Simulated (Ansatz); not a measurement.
Reaction (SMILES): [C-]#[NH+] (C-NH) + 3 [H][H] (H2) → C (CH4) + N (NH3)
B3LYP-D3(BJ)/def2-TZVP geometries, fixed; electronic energies without zero-point terms.

Basis-set convergence of the energy of full hydrogenation at PBE with Ansatz (an electronic-structure program). All functions are spherical. The program fits the integrals of some runs and decomposes those of others, by size. No added dispersion term, no relativity. Functions are those of the species that has most. Reference: the value in aug-pcseg-3, -96.85 kcal/mol, itself unsure by roughly 0.07 kcal/mol (its mean distance from aug-cc-pVQZ, def2-QZVPPD, pcseg-3). Deviations are taken from unrounded values.

```json
[
 {"basis": "pcseg-0", "functions": "20", "energy of full hydrogenation (kcal/mol)": "-86.62", "minus reference (kcal/mol)": "10.22"},
 {"basis": "pcseg-1", "functions": "34", "energy of full hydrogenation (kcal/mol)": "-93.57", "minus reference (kcal/mol)": "3.27"},
 {"basis": "def2-SVPD", "functions": "52", "energy of full hydrogenation (kcal/mol)": "-103.77", "minus reference (kcal/mol)": "-6.93"},
 {"basis": "aug-cc-pVDZ", "functions": "59", "energy of full hydrogenation (kcal/mol)": "-101.83", "minus reference (kcal/mol)": "-4.99"},
 {"basis": "def2-TZVPD", "functions": "83", "energy of full hydrogenation (kcal/mol)": "-95.70", "minus reference (kcal/mol)": "1.15"},
 {"basis": "pcseg-2", "functions": "86", "energy of full hydrogenation (kcal/mol)": "-96.77", "minus reference (kcal/mol)": "0.07"},
 {"basis": "jun-cc-pV(T+d)Z", "functions": "95", "energy of full hydrogenation (kcal/mol)": "-97.10", "minus reference (kcal/mol)": "-0.26"},
 {"basis": "def2-TZVPPD", "functions": "105", "energy of full hydrogenation (kcal/mol)": "-97.04", "minus reference (kcal/mol)": "-0.20"},
 {"basis": "aug-cc-pVTZ", "functions": "138", "energy of full hydrogenation (kcal/mol)": "-97.12", "minus reference (kcal/mol)": "-0.27"},
 {"basis": "pcseg-3", "functions": "192", "energy of full hydrogenation (kcal/mol)": "-96.83", "minus reference (kcal/mol)": "0.01"},
 {"basis": "def2-QZVPPD", "functions": "195", "energy of full hydrogenation (kcal/mol)": "-96.78", "minus reference (kcal/mol)": "0.06"},
 {"basis": "aug-cc-pVQZ", "functions": "264", "energy of full hydrogenation (kcal/mol)": "-96.98", "minus reference (kcal/mol)": "-0.13"}
]
```

The smallest set listed that lies within 2 kcal/mol of the reference with all its larger relatives (same family, alike in diffuse functions; a set with none counts only in the reference's own line) is def2-TZVPD (83 functions, 1.15 kcal/mol off).
